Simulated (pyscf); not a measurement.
Thermochemistry of product channels of H₃Si–AsH₂ (SMILES [SiH3][AsH2]) + H• (SMILES [H]) on the doublet surface, in kcal/mol, from ωB97M-D3(BJ)/def2-TZVP energies (ideal gas, 1 atm, RRHO with modes under 100 cm⁻¹ raised to 100, one conformer, R ln 2 for rigid chiral ones). PySCF, gas phase, ωB97X-D3(BJ)/def2-SVP geometries.

```tsv
products	ΔE	ΔH(298 K)	ΔG(600 K)	ΔG(900 K)
AsH₂• (SMILES [AsH2]) + SiH₂ (SMILES [SiH2]) [singlet] + H₂ (SMILES [H][H])	[?]	+29.1	+6.7	-4.0
AsH₂• (SMILES [AsH2]) + SiH₄ (SMILES [SiH4])	-28.9	-27.2	-30.0	-30.4
AsH (SMILES [AsH]) [triplet] + SiH₃• (SMILES [SiH3]) + H₂ (SMILES [H][H])	[?]	+31.9	+10.5	+0.2
•H₂Si–AsH₂ (SMILES [SiH2][AsH2]) + H₂ (SMILES [H][H])	-14.2	-13.4	-16.1	[?]
H₃Si–AsH• (SMILES [SiH3][AsH]) + H₂ (SMILES [H][H])	-30.6	-29.6	-32.2	-33.3
```

Task: What belongs in the gaps?

Result: 
- AsH₂• (SMILES [AsH2]) + SiH₂ (SMILES [SiH2]) [singlet] + H₂ (SMILES [H][H]), ΔE: +31.4
- AsH (SMILES [AsH]) [triplet] + SiH₃• (SMILES [SiH3]) + H₂ (SMILES [H][H]), ΔE: +33.1
- •H₂Si–AsH₂ (SMILES [SiH2][AsH2]) + H₂ (SMILES [H][H]), ΔG(900 K): -17.4

The channel to AsH₂• + SiH₂ [singlet] + H₂ turns favourable between 298 and 1200 K (ΔG from +17.9 kcal/mol to -14.2 kcal/mol). The channel to AsH [triplet] + SiH₃• + H₂ turns favourable between 298 and 1200 K (ΔG from +21.2 kcal/mol to -9.6 kcal/mol).

These are energies of the channels, which say nothing of barriers. Elements up to Kr have no core potential and no relativistic terms here.
